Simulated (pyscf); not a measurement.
Thermochemistry of product channels of SiH₃⁺ + ethylene (H₂C=CH₂) on the singlet surface, in kcal/mol, from CCSD(T)/def2-TZVPP + ΔMP2(QZVPP) energies (ideal gas, 1 atm, RRHO with modes under 100 cm⁻¹ raised to 100, one conformer, R ln 2 for rigid chiral ones). PySCF, gas phase, ωB97X-D3(BJ)/def2-SVP geometries. Correlated levels are frozen-core, on RHF or UHF. ΔMP2 is the change of the MP2 total energy from the triple- to the quadruple-zeta basis.

```tsv
products	ΔE	ΔH(298 K)	ΔG(298 K)	ΔG(900 K)
H₃C–CH₂–SiH₂⁺	(withheld)	-50.4	-40.3	-20.1
silane (SiH₄) + HC⁺=CH₂	+35.7	+31.4	+30.8	+28.7
H₃C–CH⁺–SiH₃	-26.6	-25.9	-16.7	(withheld)
```

Task: Fill in the missing entries.

Result: 
- H₃C–CH₂–SiH₂⁺, ΔE: -54.1
- H₃C–CH⁺–SiH₃, ΔG(900 K): +1.0

The channel to H₃C–CH⁺–SiH₃ turns unfavourable between 298 and 1200 K (ΔG from -16.7 kcal/mol to +9.2 kcal/mol).

These are energies of the channels, which say nothing of barriers. The CCSD(T) − MP2 part came from Ansatz, without density fitting, on the same reference.
